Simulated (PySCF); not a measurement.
**AlH3 (SMILES [AlH3]) at QCISD(T)/6-31G**

Aim: the energy change on altering one bond length of AlH3 at QCISD(T)/6-31G, from 2 runs. Input form: a Python script.

The calculation is run with PySCF 2.14.0.

10 further runs of the same task are left out: 10 set aside as unsound or not needed.

## 1. The molecule

AlH3 has 4 atoms, charge 0, and is taken as a singlet. SMILES: `[AlH3]`. The coordinates come from a PBE0-D4/def2-TZVP relaxation.

Bond lengths: Al1–H2 1.586 Å, Al1–H3 1.586 Å, Al1–H4 1.586 Å. Angles: H2–Al1–H3 120.0°, H2–Al1–H4 120.0°, H3–Al1–H4 120.0°.

## 2. The energy at QCISD(T)/6-31G

Input file input.py:

```python
from pyscf import gto, cc

system = gto.Mole()
system.atom = '''
Al     0.013700    -0.014800    -0.005100
H      0.633200     0.670900     1.283600
H     -1.340800    -0.832000     0.105100
H      0.749400     0.115700    -1.403900
'''
system.spin = 0
system.charge = 0
system.verbose = 3
system.basis = '6-31g'
system.max_memory = 1860
system.build()

myscf = system.RHF()
myscf.conv_tol = 1e-10
myscf.kernel()
if not myscf.converged:
    myscf = myscf.newton().run(myscf.mo_coeff, myscf.mo_occ)

mycc = cc.QCISD(myscf, frozen=5)
mycc.kernel()
e_t = mycc.qcisd_t()
e_final = mycc.e_tot + e_t
print(f'total energy: {e_final:.8f} hartree')
```

Started as:

```bash
OMP_NUM_THREADS=1 python input.py
```

Output:

```text
converged SCF energy = -243.587911349469
E(QCISD) = -243.6469887214097  E_corr = -0.05907737194079426
QCISD(T) correction = -0.000608298363146536
total energy: -243.64759702 hartree
```

Run time: 0.82 s. Hardware: 1 thread of Arm Neoverse V1, shared host; peak memory 0.12 GiB.

## 3. The distorted shape, same level

Input file input.py:

```python
from pyscf import gto, cc

mol = gto.M(
    atom='''
Al    -0.296059    -0.357660    -0.649469
H      0.633200     0.670900     1.283600
H     -1.650559    -1.174860    -0.539269
H      0.439641    -0.227160    -2.048269
''',
    max_memory=1860,
    charge=0,
    verbose=3,
    basis='6-31g',
)

hf = mol.RHF()
hf.conv_tol = 1e-10
hf.kernel()
if not hf.converged:
    hf = hf.newton().run(hf.mo_coeff, hf.mo_occ)

mycc = cc.QCISD(hf, frozen=5)
mycc.kernel()
e_t = mycc.qcisd_t()
etot = mycc.e_tot + e_t
print(f'total energy: {etot:.8f} hartree')
```

Started as:

```bash
OMP_NUM_THREADS=1 python input.py
```

Output:

```text
converged SCF energy = -243.521286527178
E(QCISD) = -243.5952635346671  E_corr = -0.07397700748938153
QCISD(T) correction = -0.0011198915228744
total energy: -243.59638343 hartree
```

Wall time 0.83 s (1 thread of Arm Neoverse V1, shared host); peak memory 0.12 GiB.

## 4. Outcome

Level: QCISD(T)/6-31G, 5 core orbitals frozen.

| quantity | value |
| --- | --- |
| first shape: total energy | -243.64760 Eh |
| first shape: dipole moment (Hartree–Fock density) | 0.00 D |
| first shape: HOMO energy (Hartree–Fock orbitals) | -11.66 eV |
| first shape: LUMO energy (Hartree–Fock orbitals) | 0.76 eV |
| first shape: HOMO–LUMO gap (Hartree–Fock orbitals) | 12.42 eV |
| first shape: correlation energy (5 core orbitals frozen) | -59.7 mEh |
| first shape: (T) correction | -0.61 mEh |
| first shape: T1 diagnostic | 0.010 |
| distorted shape: total energy | -243.59638 Eh |
| distorted shape: dipole moment (Hartree–Fock density) | 1.83 D |
| distorted shape: HOMO energy (Hartree–Fock orbitals) | -9.55 eV |
| distorted shape: LUMO energy (Hartree–Fock orbitals) | 0.40 eV |
| distorted shape: HOMO–LUMO gap (Hartree–Fock orbitals) | 9.95 eV |
| distorted shape: correlation energy (5 core orbitals frozen) | -75.1 mEh |
| distorted shape: (T) correction | -1.12 mEh |
| distorted shape: T1 diagnostic | 0.020 |
| energy change with the Al1–H2 bond stretched from 1.586 to 2.379 Å | 1.394 eV |

One bond (distorted shape) is far stretched, which a spin-restricted single reference describes badly; perturbation theory on it can break down and give far too much correlation. With the Al1–H2 bond stretched from 1.586 to 2.379 Å the energy rises by 1.39 eV (134 kJ/mol). The first shape isn't relaxed at this level, so the change isn't measured from a minimum. A restricted reference can't describe the breaking bond well at this length. Mulliken charges (first shape) of the mean-field density run from -0.27 on H2 to +0.82 on Al1; they depend strongly on the basis. The triples (first shape) make up 1.0 % of the correlation energy. Mulliken charges (distorted shape) of the mean-field density run from -0.25 on H3 to +0.71 on Al1. The triples (distorted shape) make up 1.5 % of the correlation energy.
